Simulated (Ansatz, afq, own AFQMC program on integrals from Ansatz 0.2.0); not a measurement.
# CH, doublet in cc-pVQZ, levels against CCSDT(Q)

```yaml
atoms:
  - { symbol: C, position_ang: [0.0000, 0.0000, 0.0000] }
  - { symbol: H, position_ang: [0.0000, 0.0000, 1.1225] }
```

Basis cc-pVQZ. Only valence electrons are correlated. Ansatz 0.2.0 and our own AFQMC program on the same integrals; the CISD trial comes from CCSD amplitudes, and released means the phaseless constraint is let go. Free AFQMC starts from the CCSD state and is never constrained. Its projection time is finite, and what remains of the start isn't in its error. Error bars are statistical, one sigma.

Determinant: ROHF, the one that the program's search chose, which needn't be the lowest solution. The geometry is a PBE0/def2-TZVP stationary point of this or a neighbouring charge and spin state.

No full CI on the walks' own integrals is used here; CCSDT(Q) serves as the reference and is uncertain by about the last step of the cluster series.

Cautions: higher spins were not checked; a spin-contaminated unrestricted determinant lies lower (UHF 217 meV lower, ⟨S²⟩ 1.10).

```
T1 diagnostic                               : 0.0173
weight of the determinant in the CISD state : 0.932
size of the correlated space                : 5 electrons in 84 orbitals
```

```csv
level,correlation energy (eV)
MP2,-3.0922
CCSD,-3.6958
CCSD(T),-3.7995
```

Q: Estimate where free-projection AFQMC lies against CCSD(T) on the same integrals.

A: 0.36 ± 0.09 kcal/mol below CCSD(T).

Reference: CCSDT(Q), correlation energy -3.819 eV. The released energy is read at 2.40 1/Eh (meV from the phaseless value at times in 1/Eh: -5 ± 4 at 0.24, -8 ± 3 at 0.51, -8 ± 3 at 0.99, -10 ± 4 at 1.62, -9 ± 4 at 2.40).

| level | E − E(reference) (kcal/mol) | share of correlation (%) |
| --- | --- | --- |
| CCSD(T) | 0.45 | 99.49 |
| CCSDT | 0.06 | 99.94 |
| ph-AFQMC/HF | 2.12 ± 0.43 | 97.59 |
| ph-AFQMC/CISD | 0.17 ± 0.06 | 99.81 |
| released AFQMC | -0.05 ± 0.09 | 100.06 |
| free AFQMC | 0.08 ± 0.09 | 99.91 |

Free projections are given only where their last times agree within the noise and don't stop above the reference; a slow remainder of the start can still hide under it. A walk keeps the symmetry of its determinant, which the program's search chose and which needn't be the lowest solution, so a lower state of the same spin and another symmetry isn't excluded. Released energies are given only where the last usable release times agree within the noise; a slower fall can still hide under it.
